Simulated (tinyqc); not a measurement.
Worked calculation: LCCD on RHF in the sto-6g basis, frozen core, for LiH, spin multiplicity 1. Computed by tinyqc, a small Python program that keeps every step (integrals from PySCF). Settings: charge = 0, multiplicity = 1, basis = sto-6g, method = RHF, frozen orbitals = 1, energy threshold = 1e-10, iteration cap = 80, orthogonalisation = symmetric, start = core, DIIS depth = 6, amplitude equations = LCCD, DIIS depth for amplitudes = 6, cap on updates = 66. Command: `OMP_NUM_THREADS=1 python tinyqc.py 20525 20526 out.jsonl` (the two numbers bound the seeds that draw the settings). One thread of a shared host (Intel(R) Xeon(R) Processor @ 2.60GHz), about 0.1 s of CPU time with the checks. The early iterations of the SCF are left out here.

## One-electron integrals

Geometry (angstrom):
```
atom,x,y,z
Li,0.000000,0.000000,0.000000
H,0.000000,0.000000,1.991000
```

Basis sto-6g: exponents (1/bohr^2) and contraction coefficients of normalised primitives:
```
element,l (shell),exponent,coefficient
Li,s (1),167.175846,0.009164
Li,s (1),30.651508,0.049361
Li,s (1),8.575187,0.168538
Li,s (1),2.945808,0.370563
Li,s (1),1.143944,0.416492
Li,s (1),0.471139,0.130334
Li,s (2),6.597564,-0.013253
Li,s (2),1.305830,-0.046992
Li,s (2),0.405851,-0.033785
Li,s (2),0.156146,0.250242
Li,s (2),0.067814,0.595117
Li,s (2),0.031084,0.240706
Li,p (3),6.597564,0.003760
Li,p (3),1.305830,0.037679
Li,p (3),0.405851,0.173897
Li,p (3),0.156146,0.418036
Li,p (3),0.067814,0.425860
Li,p (3),0.031084,0.101708
H,s (1),35.523221,0.009164
H,s (1),6.513144,0.049361
H,s (1),1.822143,0.168538
H,s (1),0.625955,0.370563
H,s (1),0.243077,0.416492
H,s (1),0.100112,0.130334
```

Overlap, kinetic and nuclear-attraction integrals over the contracted functions; the nuclear repulsion is the sum of Za Zb / Rab.

nuclear repulsion = 0.79735391 hartree

overlap S, lower triangle:
```
,1Li 1s,1Li 2s,1Li 2px,1Li 2py,1Li 2pz,2H 1s
1Li 1s,1.000000
1Li 2s,0.235742,1.000000
1Li 2px,0.000000,0.000000,1.000000
1Li 2py,0.000000,0.000000,0.000000,1.000000
1Li 2pz,0.000000,0.000000,0.000000,0.000000,1.000000
2H 1s,0.029219,0.303624,0.000000,0.000000,0.422319,1.000000
```

kinetic energy T (hartree), lower triangle:
```
,1Li 1s,1Li 2s,1Li 2px,1Li 2py,1Li 2pz,2H 1s
1Li 1s,3.616742
1Li 2s,-0.110723,0.106524
1Li 2px,0.000000,0.000000,0.320007
1Li 2py,0.000000,0.000000,0.000000,0.320007
1Li 2pz,0.000000,0.000000,0.000000,0.000000,0.320007
2H 1s,-0.010353,0.020481,0.000000,0.000000,0.071639,0.768522
```

nuclear attraction V (hartree), lower triangle:
```
,1Li 1s,1Li 2s,1Li 2px,1Li 2py,1Li 2pz,2H 1s
1Li 1s,-8.332929
1Li 2s,-0.891017,-1.450547
1Li 2px,0.000000,0.000000,-1.424786
1Li 2py,0.000000,0.000000,0.000000,-1.424786
1Li 2pz,-0.010991,-0.099367,0.000000,0.000000,-1.501915
2H 1s,-0.116522,-0.501127,0.000000,0.000000,-0.707197,-2.036515
```

core Hamiltonian H = T + V (hartree), lower triangle:
```
,1Li 1s,1Li 2s,1Li 2px,1Li 2py,1Li 2pz,2H 1s
1Li 1s,-4.716187
1Li 2s,-1.001740,-1.344023
1Li 2px,0.000000,0.000000,-1.104779
1Li 2py,0.000000,0.000000,0.000000,-1.104779
1Li 2pz,-0.010991,-0.099367,0.000000,0.000000,-1.181907
2H 1s,-0.126875,-0.480646,0.000000,0.000000,-0.635558,-1.267993
```

## Two-electron integrals

Functions are numbered as in S; the eight-fold symmetry (ij|kl) = (ji|kl) = (kl|ij) leaves the list below.

Two-electron integrals (ij|kl) in chemists' order, unique and non-zero (hartree):
```
i,j,k,l,(ij|kl)
1,1,1,1,1.681247
2,1,1,1,0.242603
2,1,2,1,0.044507
2,2,1,1,0.397190
2,2,2,1,0.090279
2,2,2,2,0.290625
3,1,3,1,0.009437
3,2,3,1,0.014261
3,2,3,2,0.064236
3,3,1,1,0.397190
3,3,2,1,0.090279
3,3,2,2,0.290625
3,3,3,3,0.313125
4,1,4,1,0.009437
4,2,4,1,0.014261
4,2,4,2,0.064236
4,3,4,3,0.016875
4,4,1,1,0.397190
4,4,2,1,0.090279
4,4,2,2,0.290625
4,4,3,3,0.279374
4,4,4,4,0.313125
5,1,5,1,0.009437
5,2,5,1,0.014261
5,2,5,2,0.064236
5,3,5,3,0.016875
5,4,5,4,0.016875
5,5,1,1,0.397190
5,5,2,1,0.090279
5,5,2,2,0.290625
5,5,3,3,0.279374
5,5,4,4,0.279374
5,5,5,5,0.313125
6,1,1,1,0.029602
6,1,2,1,0.005342
6,1,2,2,0.011039
6,1,3,3,0.010881
6,1,4,4,0.010881
6,1,5,1,0.000718
6,1,5,2,0.001491
6,1,5,5,0.011357
6,1,6,1,0.000711
6,2,1,1,0.098422
6,2,2,1,0.022816
6,2,2,2,0.081313
6,2,3,3,0.076791
6,2,4,4,0.076791
6,2,5,1,0.003791
6,2,5,2,0.024954
6,2,5,5,0.090357
6,2,6,1,0.003365
6,2,6,2,0.041947
6,3,3,1,0.001604
6,3,3,2,0.008078
6,3,5,3,0.003469
6,3,6,3,0.002452
6,4,4,1,0.001604
6,4,4,2,0.008078
6,4,5,4,0.003469
6,4,6,4,0.002452
6,5,1,1,0.129062
6,5,2,1,0.030154
6,5,2,2,0.110622
6,5,3,3,0.103026
6,5,4,4,0.103026
6,5,5,1,0.005898
6,5,5,2,0.038662
6,5,5,5,0.125814
6,5,6,1,0.004603
6,5,6,2,0.062005
6,5,6,5,0.092480
6,6,1,1,0.265590
6,6,2,1,0.062519
6,6,2,2,0.245286
6,6,3,3,0.224176
6,6,4,4,0.224176
6,6,5,1,0.010803
6,6,5,2,0.090727
6,6,5,5,0.287508
6,6,6,1,0.009578
6,6,6,2,0.164344
6,6,6,5,0.250562
6,6,6,6,0.774999
```

## Orthogonalisation

S = U s U^T; symmetric (Loewdin) form X = U s^(-1/2) U^T, so that X^T S X = 1.

eigenvalues of S: 0.466845  0.807779  1.000000  1.000000  1.176072  1.549304

X, lower triangle:
```
,1Li 1s,1Li 2s,1Li 2px,1Li 2py,1Li 2pz,2H 1s
1Li 1s,1.022327
1Li 2s,-0.127020,1.067257
1Li 2px,0.000000,0.000000,1.000000
1Li 2py,0.000000,0.000000,0.000000,1.000000
1Li 2pz,-0.006586,0.061862,0.000000,0.000000,1.084058
2H 1s,0.016745,-0.188500,0.000000,0.000000,-0.257077,1.128077
```

## Iteration 7 (converged): orbitals

converged F (hartree), lower triangle:
```
,1Li 1s,1Li 2s,1Li 2px,1Li 2py,1Li 2pz,2H 1s
1Li 1s,-2.399093
1Li 2s,-0.619328,-0.195626
1Li 2px,0.000000,0.000000,0.160513
1Li 2py,0.000000,0.000000,0.000000,0.160513
1Li 2pz,0.013674,-0.074204,0.000000,0.000000,0.038805
2H 1s,-0.078472,-0.214459,0.000000,0.000000,-0.208351,-0.097455
```

Diagonalise F' = X^T F X, C = X C', fill 2 alpha and 2 beta electrons from the bottom; D = 2 C_occ C_occ^T. Each column has its largest component positive (the first on a tie).

F' = X^T F X (hartree), lower triangle:
```
,1,2,3,4,5,6
1,-2.351788
2,-0.339555,-0.019554
3,0.000000,0.000000,0.160513
4,0.000000,0.000000,0.000000,0.160513
5,0.012820,0.008723,0.000000,0.000000,0.151351
6,0.010358,-0.218610,0.000000,0.000000,-0.257801,0.076610
```

orbital energies (hartree): MO1 -2.400446, MO2 -0.251230, MO3 0.073292, MO4 0.160513, MO5 0.160513, MO6 0.435003

coefficients C:
```
,MO1,MO2,MO3,MO4,MO5,MO6
1Li 1s,0.994074,-0.141479,-0.203739,0.000000,0.000000,0.109086
1Li 2s,0.023948,0.476383,0.800354,0.000000,0.000000,-0.571358
1Li 2px,0.000000,0.000000,0.000000,0.902112,-0.431503,0.000000
1Li 2py,0.000000,0.000000,0.000000,0.431503,0.902112,0.000000
1Li 2pz,-0.004822,0.334906,-0.599296,0.000000,0.000000,-0.879659
2H 1s,-0.000065,0.585322,-0.173452,0.000000,0.000000,1.000885
```

D after iteration 7, lower triangle:
```
,1Li 1s,1Li 2s,1Li 2px,1Li 2py,1Li 2pz,2H 1s
1Li 1s,2.016400
1Li 2s,-0.087185,0.455028
1Li 2px,0.000000,0.000000,0.000000
1Li 2py,0.000000,0.000000,0.000000,0.000000
1Li 2pz,-0.104352,0.318855,0.000000,0.000000,0.224370
2H 1s,-0.165751,0.557671,0.000000,0.000000,0.392056,0.685204
```

Within a degenerate level the vectors are fixed only up to a rotation; this is one choice.

## Convergence

Stop when the energy changes by less than 1e-10 hartree and every element of the error matrix X^T (F D S - S D F) X is below 3e-06.

Course of the cycle:
```
iteration,E (hartree),change,largest element of the error matrix
1,-7.90457826,-,1.87e-01
2,-7.92047814,-1.59e-02,2.20e-02
3,-7.92118849,-7.10e-04,5.04e-03
4,-7.92133941,-1.51e-04,1.79e-03
5,-7.92136204,-2.26e-05,4.25e-05
6,-7.92136204,-1.98e-09,6.01e-06
7,-7.92136204,-5.53e-11,1.97e-06
```

PySCF RHF in the same basis = -7.92136204 hartree

Converged in 7 iterations.

## Integrals over molecular orbitals

(pq|rs) = sum C_ip C_jq C_kr C_ls (ij|kl), one index at a time.

one-electron integrals over orbitals h = C^T H C (hartree), lower triangle:
```
,1,2,3,4,5,6
1,-4.708805
2,0.095950,-1.358235
3,0.165567,0.016202,-1.107657
4,0.000000,0.000000,0.000000,-1.104779
5,0.000000,0.000000,0.000000,0.000000,-1.104779
6,-0.054922,0.025444,0.026958,0.000000,0.000000,-1.011418
```

Two-electron integrals over orbitals (pq|rs), unique and non-zero (hartree); the lowest 1 orbital is frozen and left out:
```
p,q,r,s,(pq|rs)
2,2,2,2,0.463792
3,2,2,2,-0.054236
3,2,3,2,0.017175
3,3,2,2,0.213556
3,3,3,2,0.012288
3,3,3,3,0.333348
4,2,4,2,0.021176
4,3,4,2,0.019675
4,3,4,3,0.041615
4,4,2,2,0.251288
4,4,3,2,0.010914
4,4,3,3,0.281160
4,4,4,4,0.313125
5,2,5,2,0.021176
5,3,5,2,0.019675
5,3,5,3,0.041615
5,4,5,4,0.016875
5,5,2,2,0.251288
5,5,3,2,0.010914
5,5,3,3,0.281160
5,5,4,4,0.279374
5,5,5,5,0.313125
6,2,2,2,0.113767
6,2,3,2,-0.039853
6,2,3,3,-0.019779
6,2,4,4,-0.032642
6,2,5,5,-0.032642
6,2,6,2,0.130362
6,3,2,2,-0.054039
6,3,3,2,0.013267
6,3,3,3,0.036135
6,3,4,4,0.005647
6,3,5,5,0.005647
6,3,6,2,-0.035407
6,3,6,3,0.027823
6,4,4,2,-0.018869
6,4,4,3,-0.012846
6,4,6,4,0.019821
6,5,5,2,-0.018869
6,5,5,3,-0.012846
6,5,6,5,0.019821
6,6,2,2,0.435039
6,6,3,2,-0.045648
6,6,3,3,0.238565
6,6,4,4,0.262232
6,6,5,5,0.262232
6,6,6,2,0.108297
6,6,6,3,-0.044468
6,6,6,6,0.432125
```

## LCCD: starting amplitudes

t_ij^ab = <ij||ab> / (e_i + e_j - e_a - e_b), whose energy is MP2.

Starting amplitudes (spin orbitals 1a, 1b, ...; amplitudes related by a flip of all spins are not repeated):
```
from,to,t
2a 2b,6a 6b,-0.094984
2a 2b,3a 6b,0.039429
2a 2b,3a 3b,-0.026462
2a 2b,5a 5b,-0.025715
2a 2b,4a 4b,-0.025715
```

correlation energy = -0.01706851 hartree

## LCCD: amplitude update 1

t_ij^ab D_ij^ab are set to the remaining terms of the spin-orbital equations, evaluated with the old amplitudes; for the doubles these are <ij||ab> + 1/2 <ab||ef> t_ij^ef + 1/2 <mn||ij> t_mn^ab + P(ij)P(ab) <mb||ej> t_im^ae, D the orbital-energy denominators (linear CCD).

Amplitudes after update 1 (spin orbitals 1a, 1b, ...; amplitudes related by a flip of all spins are not repeated):
```
from,to,t
2a 2b,6a 6b,-0.135453
2a 2b,3a 6b,0.060103
2a 2b,3a 3b,-0.032699
2a 2b,5a 5b,-0.026140
2a 2b,4a 4b,-0.026140
```

correlation energy = -0.02411703 hartree

## LCCD: amplitude update 2

As before.

Amplitudes after update 2 (spin orbitals 1a, 1b, ...; amplitudes related by a flip of all spins are not repeated):
```
from,to,t
2a 2b,6a 6b,-0.153235
2a 2b,3a 6b,0.070267
2a 2b,3a 3b,-0.037777
2a 2b,5a 5b,-0.024292
2a 2b,4a 4b,-0.024292
```

correlation energy = -0.02725435 hartree

## LCCD: amplitude update 3

t_ij^ab D_ij^ab are set to the remaining terms of the spin-orbital equations, evaluated with the old amplitudes; for the doubles these are <ij||ab> + 1/2 <ab||ef> t_ij^ef + 1/2 <mn||ij> t_mn^ab + P(ij)P(ab) <mb||ej> t_im^ae, D the orbital-energy denominators (linear CCD). DIIS then mixes the stored amplitudes.

DIIS coefficients: -0.898969  1.898969

Amplitudes after update 3 (spin orbitals 1a, 1b, ...; amplitudes related by a flip of all spins are not repeated):
```
from,to,t
2a 2b,6a 6b,-0.168166
2a 2b,3a 6b,0.080156
2a 2b,3a 3b,-0.043324
2a 2b,5a 5b,-0.021670
2a 2b,4a 4b,-0.021670
```

correlation energy = -0.02997322 hartree

## LCCD: convergence

E_corr = 1/4 sum <ij||ab> t_ij^ab; stop when the norm of the change is below 1e-8.

Course of the amplitude iterations:
```
update,correlation energy (hartree),norm of the change
0,-0.01706851,-
1,-0.02411703,1.01e-01
2,-0.02725435,4.71e-02
3,-0.02997322,2.27e-02
4,-0.02995269,1.82e-03
5,-0.02994959,2.59e-04
6,-0.02994966,6.44e-06
7,-0.02994966,3.13e-16
```

Converged amplitudes (spin orbitals 1a, 1b, ...; amplitudes related by a flip of all spins are not repeated):
```
from,to,t
2a 2b,6a 6b,-0.167485
2a 2b,3a 6b,0.080996
2a 2b,3a 3b,-0.044144
2a 2b,5a 5b,-0.021297
2a 2b,4a 4b,-0.021297
```

LCCD total energy = -7.95131170 hartree

Converged in 7 updates, with DIIS from the third.
